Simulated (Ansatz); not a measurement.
Compare A (`NC1(F)CC1`) with its isomer B (`C/C(F)=C/N`).

Isolated molecules relaxed with PBE0-D4/def2-TZVP in Ansatz; ΔE leaves out vibrations. CCSD(T)/CBS adds triple-zeta CCSD(T) − MP2 to the extrapolated MP2 energy (def2 sets, frozen cores). DFT in def2-TZVPP. B3LYP here is the variant with VWN-RPA as its local correlation; programs differ in this. One conformer a species, not always the lowest.

Problem. Which is lower in electronic energy at CCSD(T)/CBS, and by how much? (An estimate is asked.)

Solution. Ansatz gave: B, by 29.1 kJ/mol.

Problem. Give E(B) − E(A) in kJ/mol with PBE-D4, MP2/def2-TZVPP, B3LYP-D4, PBE0-D4, r2SCAN-D4, ωB97M-V, CCSD/def2-TZVPP. (Estimate.)

Solution. Computed: PBE-D4 -29.7, MP2/def2-TZVPP -18.2, B3LYP-D4 -39.6, PBE0-D4 -20.1, r2SCAN-D4 -27.7, ωB97M-V -21.2, CCSD/def2-TZVPP -24.2. None reverses the order clearly.

Largest T1 diagnostic: 0.012.

From PBE to PBE0 (25 % exact exchange), in def2-TZVPP and without D4, E(B) − E(A) moves by +9.8 kJ/mol. In def2-TZVPP, CCSD(T) changes the Hartree–Fock value by +6.3 kJ/mol (the triples alone add −1.8 kJ/mol) and MP2 by +14.0 kJ/mol.
